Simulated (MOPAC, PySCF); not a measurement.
C3H9N, SMILES `CN(C)C`, neutral singlet in the gas phase. 

Z-matrix (Å, degrees):
```
N
C 1 1.4466
H 2 1.1017 1 110.20
H 2 1.1017 3 107.89 1 120.36
H 2 1.1165 3 107.53 4 115.72
C 1 1.4466 2 112.40 3 -56.53
H 6 1.1017 1 110.20 2 56.52
H 6 1.1017 7 107.89 1 -120.36
H 6 1.1165 7 107.53 8 -115.72
C 1 1.4466 2 112.40 3 175.49
H 10 1.1017 1 110.20 2 -56.52
H 10 1.1017 11 107.89 1 120.36
H 10 1.1165 11 107.53 12 115.72
```
Charge 0, multiplicity 1.

All levels are single points at this geometry (B3LYP-D3(BJ)/def2-SVP); Pople sets use spherical d functions. Orbital energies aren't observables, and empty levels follow the basis.

```csv
level,HOMO (eV),LUMO (eV),gap (eV),dipole (D),"vertical IE, Delta-SCF (eV)"
B3LYP-D3(BJ)/def2-TZVP in PySCF,-5.89,0.81,6.70,0.42,8.29
PBE/6-31G* in PySCF,-4.39,1.66,6.05,0.43,7.97
HF/3-21G in PySCF,-9.16,6.82,15.98,0.86,–
HF/6-31G* in PySCF,-9.41,6.03,15.44,0.68,7.11
AM1 in MOPAC,-9.19,3.17,12.35,1.09,–
PM3 in MOPAC,-8.99,2.84,11.83,1.05,–
```
